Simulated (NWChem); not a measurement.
Program: NWChem. System: water (H₂O), charge 0, spin multiplicity 1, at a geometry optimised with B3LYP/def2-SVP. Level: RHF/def2-TZVP.

The NWChem input:

```
start mol
memory heap 200 mb stack 900 mb global 1100 mb
geometry units angstroms nocenter noautoz
  O      0.000000     0.000000    -0.120236
  H      0.757028     0.000000     0.480944
  H     -0.757028     0.000000     0.480944
  symmetry group C2v
end
basis spherical
  * library def2-tzvp
end
scf
  rhf
  nopen 0
  maxiter 100
  thresh 1e-7
  semidirect memsize 60000000 filesize 0
end
task scf energy
```

Part of the output:

```
             Northwest Computational Chemistry Package (NWChem) 7.3.0
             --------------------------------------------------------

                                NWChem Input Module
                                -------------------

 Scaling coordinates for geometry "geometry" by  1.889725989
 (inverse scale =  0.529177249)

 Turning off AUTOSYM since
 SYMMETRY directive was detected!

                             Geometry "geometry" -> ""
                             -------------------------

 Output coordinates in angstroms (scale by  1.889725989 to convert to a.u.)

  No.       Tag          Charge          X              Y              Z
 ---- ---------------- ---------- -------------- -------------- --------------
    1 O                    8.0000     0.00000000     0.00000000    -0.12023600
    2 H                    1.0000     0.75702800     0.00000000     0.48094400
    3 H                    1.0000    -0.75702800     0.00000000     0.48094400

 Effective nuclear repulsion energy (a.u.)       9.1080040135

            Nuclear Dipole moment (a.u.)
            ----------------------------
        X                 Y               Z
 ---------------- ---------------- ----------------
     0.0000000000     0.0000000000     0.0000000000

      Symmetry information
      --------------------

 Group name             C2v
 Group number             16
 Group order               4
 No. of unique centers     2

      Symmetry unique atoms

     1    2


 Summary of "ao basis" -> "" (spherical)
 ------------------------------------------------------------------------------
       Tag                 Description            Shells   Functions and Types
 ---------------- ------------------------------  ------  ---------------------
 *                         def2-tzvp                  on all atoms

 Summary of "ao basis" -> "ao basis" (spherical)
 ------------------------------------------------------------------------------
       Tag                 Description            Shells   Functions and Types
 ---------------- ------------------------------  ------  ---------------------
[...]
              MO Center= -3.3D-17, -4.5D-18, -1.6D-01, r^2= 7.2D-01
   Bfn.  Coefficient  Atom+Function         Bfn.  Coefficient  Atom+Function
  ----- ------------  ---------------      ----- ------------  ---------------
     8      0.404691  1 O  pz                11      0.352140  1 O  pz
    14      0.222988  1 O  pz                 5     -0.194987  1 O  s
     4     -0.184227  1 O  s

 Vector    5  Occ=2.000000D+00  E=-5.077354D-01  Symmetry=b2
              MO Center=  1.1D-16, -4.6D-18, -9.2D-02, r^2= 6.5D-01
   Bfn.  Coefficient  Atom+Function         Bfn.  Coefficient  Atom+Function
  ----- ------------  ---------------      ----- ------------  ---------------
     7      0.464213  1 O  py                10      0.415452  1 O  py
    13      0.313361  1 O  py

 Vector    6  Occ=0.000000D+00  E= 1.264437D-01  Symmetry=a1
              MO Center= -1.5D-16, -4.5D-18,  7.5D-01, r^2= 3.8D+00
   Bfn.  Coefficient  Atom+Function         Bfn.  Coefficient  Atom+Function
  ----- ------------  ---------------      ----- ------------  ---------------
     5      1.381399  1 O  s                 34     -1.056161  2 H  s
    40     -1.056161  3 H  s                 14      0.375065  1 O  pz
     4     -0.225285  1 O  s                  3      0.190988  1 O  s

 Vector    7  Occ=0.000000D+00  E= 1.968562D-01  Symmetry=b1
              MO Center=  5.1D-16, -2.1D-31,  7.7D-01, r^2= 4.5D+00
   Bfn.  Coefficient  Atom+Function         Bfn.  Coefficient  Atom+Function
  ----- ------------  ---------------      ----- ------------  ---------------
    34      1.850965  2 H  s                 40     -1.850965  3 H  s
    12     -0.737916  1 O  px                 6     -0.190831  1 O  px
    33     -0.157267  2 H  s                 39      0.157267  3 H  s

 Vector    8  Occ=0.000000D+00  E= 5.190350D-01  Symmetry=b1
              MO Center= -1.3D-16,  7.4D-33, -1.8D-01, r^2= 2.4D+00
   Bfn.  Coefficient  Atom+Function         Bfn.  Coefficient  Atom+Function
  ----- ------------  ---------------      ----- ------------  ---------------
    33     -1.510670  2 H  s                 39      1.510670  3 H  s
    12      1.472280  1 O  px                 9      0.314036  1 O  px
    34      0.243382  2 H  s                 40     -0.243382  3 H  s
    23     -0.168084  1 O  d  1

 center of mass
 --------------
 x =   0.00000000 y =   0.00000000 z =  -0.10007044

 moments of inertia (a.u.)
 ------------------
           2.310342816991           0.000000000000           0.000000000000
           0.000000000000           6.435463705811           0.000000000000
           0.000000000000           0.000000000000           4.125120888820

  Mulliken analysis of the total density
  --------------------------------------

    Atom       Charge   Shell Charges
 -----------   ------   -------------------------------------------------------
    1 O    8     8.69   0.79  1.18  0.57  0.94  0.33  1.85  2.02  0.97  0.00  0.02  0.00
    2 H    1     0.66   0.25  0.33  0.04  0.05
    3 H    1     0.66   0.25  0.33  0.04  0.05

       Multipole analysis of the density wrt the origin
       ------------------------------------------------

     L   x y z        total         open         nuclear
     -   - - -        -----         ----         -------
     0   0 0 0     -0.000000      0.000000     10.000000

     1   1 0 0     -0.000000      0.000000      0.000000
     1   0 1 0     -0.000000      0.000000      0.000000
     1   0 0 1      0.861451      0.000000      0.000000

     2   2 0 0     -3.150112      0.000000      4.093092
     2   1 1 0     -0.000000      0.000000      0.000000
     2   1 0 1     -0.000000      0.000000      0.000000
     2   0 2 0     -5.551625      0.000000      0.000000
     2   0 1 1     -0.000000      0.000000      0.000000
     2   0 0 2     -4.545314      0.000000      2.065032

 Task  times  cpu:        0.1s     wall:        0.1s

 Total times  cpu:        0.1s     wall:        0.1s
```
